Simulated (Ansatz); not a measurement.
Frontier orbitals of `[F][Mg][SH]`.

The species carries charge 0 and has multiplicity 1. Correlated methods include outer-core shells of Mg, which these sets cover unevenly. The structure was optimised at the PBE0-D4/def2-TZVP level. It is one conformer, not always the lowest. Basis def2-TZVPP, Ansatz 0.2.0.

```json
{"functional": "r2SCAN", "HOMO (eV)": "-6.49", "LUMO (eV)": "-1.86"}
```

(1) Give HOMO and LUMO (eV) with LDA (SPW92), PBE, revPBE, BLYP, B97M-V, PBE0, B3LYP, r2SCANh, r2SCAN0, HSE06 (plane-wave form), BHLYP, CAM-B3LYP, LC-ωPBE, ωB97X-V, ωB97M-V, HF. (An estimate is asked.)

## Answers

(1) The calculation gave: 
| functional | HOMO | LUMO |
| --- | --- | --- |
| LDA (SPW92) | -6.40 | -2.56 |
| PBE | -6.24 | -2.33 |
| revPBE | -6.18 | -2.19 |
| BLYP | -6.08 | -2.33 |
| B97M-V | -6.51 | -2.24 |
| PBE0 | -7.43 | -1.61 |
| B3LYP | -7.19 | -1.93 |
| r2SCANh | -6.93 | -1.64 |
| r2SCAN0 | -7.59 | -1.34 |
| HSE06 (plane-wave form) | -7.03 | -1.96 |
| BHLYP | -8.47 | -1.07 |
| CAM-B3LYP | -8.75 | -0.91 |
| LC-ωPBE | -10.13 | 0.25 |
| ωB97X-V | -9.76 | 0.09 |
| ωB97M-V | -9.61 | -0.27 |
| HF | -10.12 | 0.61 |

B3LYP here is the variant with VWN-RPA as its local correlation; programs differ in this. LC-ωPBE has ω = 0.4 bohr⁻¹.
